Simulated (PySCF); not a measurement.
**NH (triplet): basis, grid and Hamiltonian**

Which parts of the numerical set-up matter for NH (triplet)? Each run edits the base script.

Computed with PySCF 2.14.0. Level: method and basis as typed in the scripts.

2 further runs of the same task are left out: 2 that didn't finish.

## Step 1: The starting structure

NH (triplet): 2 atoms, charge 0, spin multiplicity 3.

Bond lengths: H1–N2 0.975 Å.

## Step 2: The run that the others are compared with

File input.py:

```python
from pyscf import gto, scf, mcscf

mol = gto.M(
    atom='H 0 0 0; N 0 0 0.975',
    basis='6-31+g*',
    charge=0,
    spin=2,
    verbose=4,
)
mf = scf.ROHF(mol)
mf.kernel()
mc = mcscf.CASSCF(mf, 6, 6)
mc.kernel()
mc.analyze()
mf.dip_moment()
print('orbital energies (hartree):', mf.mo_energy[..., max(0, mol.nelec[1]-3):mol.nelec[0]+3].round(4))
```

The run is started by

```sh
> OMP_NUM_THREADS=1 python input.py
```

Its log is not repeated here.

Base result: E(SCF) = -54.952024 Eh, 8 cycles, E(CAS) − E(SCF) = -0.03365 Eh, μ = 1.85 D (of the SCF density).

The bond length is a typed value, not an optimised one. The triplet is typed in the script; nothing here shows that it is the ground state.

## Step 3: Cc-pvdz-dk (X2C on)

Variant 1 changes basis set: 6-31+g* → cc-pvdz-dk; spin-free X2C: off → on.

File input.py:

```python
from pyscf import gto, scf, mcscf

mol = gto.M(
    atom='H 0 0 0; N 0 0 0.975',
    basis='cc-pvdz-dk',
    charge=0,
    spin=2,
    verbose=4,
)
mf = scf.ROHF(mol)
mf = mf.sfx2c1e()
mf.kernel()
mc = mcscf.CASSCF(mf, 6, 6)
mc.kernel()
mc.analyze()
mf.dip_moment()
print('orbital energies (hartree):', mf.mo_energy[..., max(0, mol.nelec[1]-3):mol.nelec[0]+3].round(4))
```

The run is started by

```sh
> OMP_NUM_THREADS=1 python input.py
```

## Step 4: Density fitting cc-pvdz-jkfit

Variant 2 changes density fitting: none → cc-pvdz-jkfit.

input.py: that of step 2 with these lines changed.

```diff
@@ -10,2 +10,3 @@
 mf = scf.ROHF(mol)
+mf = mf.density_fit(auxbasis='cc-pvdz-jkfit')
 mf.kernel()
```

**Question.** What will these runs give? Wanted: for each run, E(SCF); from base; SCF dipole; after the SCF.

The runs gave:

| run | E(SCF) (hartree) | from base (eV) | cycles | SCF dipole (D) | functions | after the SCF |
| --- | --- | --- | --- | --- | --- | --- |
| base | -54.952024 | 0 | 8 | 1.85 | 20 | CASSCF correlation -0.916 eV |
| cc-pvdz-dk (X2C on) | -54.986081 | not comparable | 7 | 1.68 | 19 | CASSCF correlation -1.001 eV |
| density fitting cc-pvdz-jkfit | -54.952017 | +0.0002 | 8 | 1.85 | 20 | CASSCF correlation -0.916 eV |

In words: Total energies from different bases, Hamiltonians or methods carry different errors, so properties are taken as differences within one set-up.
